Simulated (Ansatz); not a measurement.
Frontier orbitals of CH₇AlSi (`[CH3][AlH][SiH3]`).

```xyz
10

C    -0.705    1.365   -1.130
Al   -0.067    0.664    0.578
Si    0.714   -1.662    0.765
H    -0.132    2.253   -1.418
H    -0.648    0.646   -1.949
H    -1.748    1.691   -1.039
H    -0.066    1.621    1.851
H     1.847   -1.921   -0.173
H    -0.371   -2.616    0.385
H     1.176   -2.041    2.130
```

Charge 0, multiplicity 1. Geometry: relaxed with PBE0-D4/def2-TZVP. Basis def2-TZVPP, Ansatz 0.2.0.

```
functional  HOMO (eV)  LUMO (eV)  gap (eV)
       PBE      -6.27      -2.50      3.77
      BLYP      -6.13      -2.37      3.76
      PBE0      -7.35      -1.74      5.61
     B3LYP      -7.16      -1.93      5.23
     BHLYP      -8.33      -0.95      7.38
   ωB97X-V      -9.60       0.17      9.77
   ωB97M-V      -9.35      -0.12      9.23
        HF      -9.86       1.01     10.87
```

From PBE to PBE0 the HOMO moves by −1.08 eV and the LUMO by +0.76 eV, and with ωB97M-V by −3.08 and +2.38 eV, so the gap grows from 3.77 to 9.23 eV with exact exchange.

B3LYP here is the variant with VWN-RPA as its local correlation; programs differ in this.
